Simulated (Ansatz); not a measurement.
Input and output for C₂H₂FNS, SMILES `FC1=NCS1`.

```yaml
crystal:
  periodic: [false, false, false]
  atoms:
    - {symbol: F, position_ang: [-1.061617, -2.118954, 0.356773]}
    - {symbol: C, position_ang: [-0.502878, -0.961315, 0.136035]}
    - {symbol: N, position_ang: [0.548263, -0.505760, 0.677234]}
    - {symbol: C, position_ang: [0.485667, 0.749053, -0.068008]}
    - {symbol: S, position_ang: [-1.060456, 0.264339, -0.966456]}
    - {symbol: H, position_ang: [0.328348, 1.618732, 0.568232]}
    - {symbol: H, position_ang: [1.323971, 0.885804, -0.749511]}
basis:
  gaussian: {orbitals: aug-cc-pVDZ, point_charges: [{charge: 0.50, position_ang: [4.022, 0.895, 0.439]}]}
hamiltonian: {xc: {name: LC-wPBE}}
output: {forces: true}
```

```sh
$ ansatz run in.yaml --threads 2 --pin off --events-out ev --progress --plain --max-ram 4352MiB
```

Output, abridged:

```
Functional definition: LC-wPBE
1330 factors; their error is unknown
658 factors; integrals over basis functions are off by at most 1.8e-5 eV
mean field evaluation 1: about -17135.7517 eV, gradient 5.1e1 eV
mean field evaluation 2: about -17133.7652 eV, gradient 6.0e1 eV
mean field evaluation 4: about -17141.2246 eV, gradient 3.1e0 eV
mean field evaluation 8: about -17141.2452 eV, gradient 1.2e-1 eV
mean field evaluation 16: about -17141.1986 eV, gradient 3.3e-4 eV
mean field -17141.19864110 eV, -629.9274313387 hartree, gradient 1.3e-5 eV, S^2 0.000000; 0 other end points of the search recorded, 0 dependent functions left out
reference -17141.19864111 eV, -629.9274313390 hartree; 23, 23 occupied and 114, 114 virtual orbitals, 1330 factors
Total energy: -17141.19864111 eV, -629.9274313390 hartree
Atom 0 at    -1.061617    -2.118954     0.356773 Å, force    -0.116962    -0.227185     0.043896 eV/Å
Atom 1 at    -0.502878    -0.961315     0.136035 Å, force    -0.053911    -0.017559    -0.023803 eV/Å
Atom 2 at     0.548263    -0.505760     0.677234 Å, force     0.365693     0.080758     0.104514 eV/Å
Atom 3 at     0.485667     0.749053    -0.068008 Å, force    -0.435807    -0.044118    -0.122044 eV/Å
Atom 4 at    -1.060456     0.264339    -0.966456 Å, force     0.134138     0.138068    -0.000941 eV/Å
Atom 5 at     0.328348     1.618732     0.568232 Å, force    -0.022362     0.131770     0.130413 eV/Å
Atom 6 at     1.323971     0.885804    -0.749511 Å, force     0.141893     0.007249    -0.184505 eV/Å
Dipole moment:    -0.189107     0.343806    -0.258922 e Å
```

Run time 3.4 s (2 threads of an Arm Neoverse V1 on a shared host); peak host memory 0.4 GiB.
